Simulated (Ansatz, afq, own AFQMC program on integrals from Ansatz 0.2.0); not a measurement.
Two steps: Ansatz 0.2.0 writes the Fock matrix and Cholesky factors of the valence space, and afq projects on them the lowest state that overlaps trial and start.

```yaml
crystal:
  periodic: [false, false, false]
  atoms:
    - {symbol: Fe, position_ang: [0.000000, 0.000000, 0.000000]}
basis:
  gaussian: {orbitals: def2-SVP}
magnetization: {spin_polarized: true, initial_magnetization: 6}
correlation: {method: ccsd_t, electrons: outside_noble_gas, hamiltonian_folder: ham}
```

```sh
$ ansatz run in.yaml --threads 1 --pin off --events-out ev --progress --plain --max-ram 16896MiB --backend cuda --devices 0, --max-vram 18GiB
```

Options of the walk:

```
--method phaseless --trial cisd --walkers 4000 --populations 20 --least-time 60 --time-step 0.005 --steps-per-block 50 --equilibration-blocks 40 --max-blocks 4000 --target-error 0.00017 --factor-cut 1e-05 --start spin_pure --seed 4985 --release-times 0.24,0.6,1.2,2,3,4.2 --release-step 0.04 --release-every 3 --taylor-order 6
```

Times are imaginary, in 1/Eh. The walk had a cap of 171 s. With eight or more populations the least sampling time is a fifth of least-time, and the error comes from their spread.

```
orbitals 22  electrons 7 1  factors 173 of 237
reference energy -1262.17516242 Eh
CCSD correlation -0.09217107 Eh in 12 cycles, weight of the determinant in the CISD state 0.9436
energy of the start -1262.267326 Eh
 block  time / (1/Eh)  mean weight  energy / Eh
     1     0.250  0.9997  -1262.267589
     2     0.500  1.0000  -1262.268180
     3     0.750  1.0001  -1262.268733
     4     1.000  0.9999  -1262.269047
     5     1.250  0.9999  -1262.268920
    10     2.500  0.9997  -1262.268955
    15     3.750  1.0001  -1262.268838
    19     4.750  0.9999  -1262.269446
    29     7.250  0.9999  -1262.269379
    39     9.750  1.0000  -1262.269506
    49    12.250  0.9999  -1262.269953
    59    14.750  0.9998  -1262.269854
    69    17.250  1.0001  -1262.270328
    79    19.750  1.0001  -1262.270239
    89    22.250  1.0001  -1262.271146
error from the spread of 20 populations
released: time / (1/Eh)  energy / Eh  error  mean overlap
  0.24  -1262.270470  0.000091  0.9977
  0.60  -1262.270508  0.000095  0.9966
  1.20  -1262.270420  0.000102  0.9926
  2.00  -1262.270740  0.000293  0.9976
  3.00  -1262.270536  0.000112  0.9901
  4.20  -1262.270483  0.000241  0.9826
energy -1262.270265 +/- 0.000085 Eh
(rows thinned)
```

(1) Estimate how long the walk took on 1 × NVIDIA H100 80GB HBM3 with 2 threads of AMD EPYC 7R13 Processor (Zen 3), with other jobs on the host (the card was shared).

The run passed its tests (sampling time, drift between the halves within three errors, error under three times the target), which doesn't prove that it has relaxed. The second half of the sampling lies below the first by 2.2 errors of their difference, so the energy may still be moving and its error bar be too small.

Against this walk (error 2.3 meV) on the same determinant: CCSD(T) 1.7 meV higher (within the noise), CCSDT(Q) 74.1 meV lower, CCSDTQ 75.1 meV lower, full CI 74.5 meV lower. The error is statistical and leaves out the bias of the constraint. Released to 4.20 1/Eh the energy moves by -6 ± 7 meV (both errors), within twice the noise. Full CI is exact here, so the walk's 75 meV above it is the walk's own error: the bias of the constraint with this trial, or a walk that hasn't relaxed.

Cautions: constraint bias not in the error; no relativity below Rb; outer-core shells of the metal frozen; another spin lies lower (by 3.02 eV); the released energy hasn't reached full CI (69 meV above it at 4.20 1/Eh).

## Answers

(1) 35 s of wall time.

CCSDT and higher add their correlation energy to the determinant of the CCSD(T) run, since their own runs factorise the integrals more tightly (a shift of under 2 meV).
